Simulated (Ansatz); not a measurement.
## Two structures, one formula

Two isomers of CH4BO (charge -1), closed shell, relaxed at PBE0-D4/def2-TZVPD (vibrations not checked).

A:

C1  (-0.562, 0.378, -0.176)
B2  (0.769, -0.494, 0.171)
O3  (1.722, -0.768, -0.646)
H4  (-1.473, -0.215, -0.005)
H5  (-0.569, 0.732, -1.214)
H6  (-0.644, 1.251, 0.490)
H7  (0.757, -0.885, 1.380)
(Å)

B:

C1  (-0.766, 0.237, -0.523)
B2  (0.301, 0.279, 0.471)
O3  (1.303, -0.737, 0.651)
H4  (-0.907, -0.584, -1.237)
H5  (-1.508, 1.028, -0.628)
H6  (0.453, 1.198, 1.264)
H7  (1.125, -1.421, 0.002)
(Å)

Ansatz 0.2.0; basis: def2-TZVPPD; cores frozen in the correlated methods. B3LYP uses VWN-RPA correlation.

Which structure is lower at CCSD(T), and by how much? (An estimate is asked for; the value comes from the calculation.)

The calculation gives: A, by 0.736 eV (electronic energy, against the other). By their contacts, A is CH₄BO ([CH3][BH][O]), total charge -1 and B is CH₄BO ([CH2][BH][OH]), total charge -1.

All methods give the same order:

```json
{"method": "PBE-D4", "E(B) − E(A) (eV)": "0.795"}
{"method": "r2SCAN-D4", "E(B) − E(A) (eV)": "0.768"}
{"method": "PBE0-D4", "E(B) − E(A) (eV)": "0.738"}
{"method": "B3LYP-D4", "E(B) − E(A) (eV)": "0.791"}
{"method": "wB97M-V", "E(B) − E(A) (eV)": "0.736"}
{"method": "HF", "E(B) − E(A) (eV)": "0.719"}
{"method": "MP2", "E(B) − E(A) (eV)": "0.760"}
{"method": "CCSD", "E(B) − E(A) (eV)": "0.730"}
{"method": "CCSD(T)", "E(B) − E(A) (eV)": "0.736"}
```

No T1 diagnostic of these runs exceeds 0.018.

Labels in which every atom is bracketed show which atoms are joined, not bond orders.
